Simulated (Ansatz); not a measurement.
# AlClH2O: the cost of one run

Method: RKS PBE0/def2-SVP, in Ansatz 0.2.0.

## Step 1: The starting structure

Bond lengths: Al1–H2 1.760 Å, Al1–O3 1.980 Å, O3–H4 1.010 Å, Al1–Cl5 2.230 Å. Angles: H2–Al1–O3 42.8°, H2–Al1–Cl5 157.3°, O3–Al1–Cl5 159.9°, Al1–O3–H4 105.4°.

Structure file:

```xyz
5

Al    0.0000    0.0000    0.0000
H     1.0658    0.0000    1.4006
O     1.9504    0.0000    0.3409
H     2.2503   -0.9519    0.1860
Cl   -1.9312    0.0000   -1.1150
```

## Step 2: Pulling towards end A

Springs on the bonds that form and break draw the guess towards this end; the thresholds are loose.

input.yaml reads:

```yaml
crystal:
  periodic: [false, false, false]
  atoms:
    - { symbol: Al, position_ang: [0.0, 0.0, 0.0] }
    - { symbol: H, position_ang: [1.0658, 0.0, 1.4006] }
    - { symbol: O, position_ang: [1.9504, 0.0, 0.3409] }
    - { symbol: H, position_ang: [2.2503, -0.9519, 0.186] }
    - { symbol: Cl, position_ang: [-1.9312, 0.0, -1.115] }
basis:
  gaussian: { orbitals: def2-SVP }
hamiltonian:
  xc: pbe0
relax:
  f_tol: 0.15
  max_steps: 25
  restrain:
    - { distance: [1, 2], at: 2.21, k: 30.0 }
    - { distance: [0, 1], at: 1.56, k: 30.0 }
    - { distance: [0, 2], at: 1.78, k: 30.0 }
```

The run is started by

```
ansatz run input.yaml --threads 1 --pin off --max-ram 2048MiB --backend cpu --events-out ev --progress --plain --runs-dir out
```

Q: Estimate wall time and peak memory on 1 thread of Arm Neoverse V1, shared host.

About 13 s, with a peak of 0.12 GiB.
